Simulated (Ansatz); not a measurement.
Relaxation of CHO₂S (5 atoms, charge -1, multiplicity 1), to a largest force component of 0.015 eV/Å in at most 40 steps.

Computed with RKS r2SCAN-D4/def2-SVPD (Ansatz 0.2.0).

```xyz
5
Properties=species:S:1:pos:R:3:forces:R:3
O 0.765 0.197 1.108 -0.10 0.39 -0.02
C 0.181 -0.297 0.155 0.03 1.15 0.40
O -0.592 0.549 -0.641 -0.12 0.86 0.10
S 0.162 -1.885 -0.359 0.03 -2.19 -0.63
H -0.978 0.002 -1.340 0.16 -0.21 0.15
```

Question: Where does it end, and by what steps?

Answer: It converged. Limits of this set-up: the dipole of an ion depends on the origin. After 6 steps the energy has fallen by 0.095 eV; S4 moved furthest, 0.06 Å.

```
step  energy less start (eV)  largest force component (eV/Å)  accepted
   0                  0.0000                           2.187       yes
   1                 -0.0683                           1.051       yes
   2                 -0.0915                           0.354       yes
   3                 -0.0916                           0.350       yes
   4                 -0.0171                           1.321        no
   5                 -0.0946                           0.163       yes
   6                 -0.0955                           0.011       yes
```

```xyz
5
Properties=species:S:1:pos:R:3
O 0.759 0.224 1.101
C 0.178 -0.278 0.156
O -0.595 0.575 -0.634
S 0.154 -1.938 -0.389
H -0.958 -0.018 -1.311
```

Whether the end is a true minimum wasn't checked by a vibrational analysis.

Time of the run: 20 s on 2 threads of Arm Neoverse V2, on a shared host, peak memory 0.18 GiB.
